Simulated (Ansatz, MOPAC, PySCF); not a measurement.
Species: SiO, net charge 0, singlet state. SMILES: [O+]#[Si-]
Structure (B3LYP-D3(BJ)/def2-TZVP (Ansatz, an electronic-structure program) minimum search):
```
Si
O 1 1.5131
```

Unscaled harmonic wavenumbers (cm⁻¹) in rising order, each level at the stationary point that it reaches from this structure (no distance between atoms moves by over 0.3 Å); the order of modes can differ between levels, and a negative number is imaginary. B3LYP-D3(BJ)/def2-TZVP (PySCF, at the structure above): 1256.

PM3 (MOPAC): 1032. Zero-point energy 1.5 against 1.8 kcal/mol; where all levels lie over 400 cm⁻¹, the wavenumbers are on average 0.822 times those of B3LYP-D3(BJ)/def2-TZVP.

HF/6-31G* (Ansatz): 1406. Zero-point energy 2.0 against 1.8 kcal/mol; where all levels lie over 400 cm⁻¹, the wavenumbers are on average 1.120 times those of B3LYP-D3(BJ)/def2-TZVP.
